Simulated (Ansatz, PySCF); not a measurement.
Molecule: HCl, net charge 0, singlet state. SMILES: Cl
Geometry: optimised at B3LYP-D3(BJ)/def2-TZVP (Ansatz, a program for electronic structure).

Quantity: atomisation energy (electronic, to ground-state atoms), in eV. Cores are frozen in the correlated levels unless marked. Open shells are spin-unrestricted. No spin-orbit coupling. Non-relativistic. The coupled-cluster limit lacks core correlation, which all-electron functionals hold. CBS(X,Y): correlation extrapolated as X^-3; Hartree-Fock from the larger set (for Q and 5 zeta extrapolated as (X+1)exp(-9√X)).

| level | program | atomisation energy (eV) |
|---|---|---|
| BP86-D4/def2-TZVPD | PySCF + dftd4 | (withheld) |
| B97M-V/def2-TZVPD | Ansatz | (withheld) |
| r2SCANh/def2-TZVPD | Ansatz | 4.56 |
| MN15-D3(BJ)/def2-TZVPD | PySCF + dftd3 | 4.63 |
| HSE06-D3(BJ)/def2-TZVPD | Ansatz + dftd3 | 4.55 |
| CAM-B3LYP/def2-TZVPD | Ansatz | 4.55 |
| wB97X/def2-TZVPD | Ansatz | 4.56 |
| SCS-MP2/aug-cc-pV(Q+d)Z | Ansatz | 4.65 |
| CCSD(T)/CBS(cc-pV(Q+d)Z,cc-pV(5+d)Z) | Ansatz | (withheld) |

Fill in the missing entries.


- BP86-D4/def2-TZVPD, atomisation energy (eV): 4.72
- B97M-V/def2-TZVPD, atomisation energy (eV): 4.67
- CCSD(T)/CBS(cc-pV(Q+d)Z,cc-pV(5+d)Z), atomisation energy (eV): 4.66
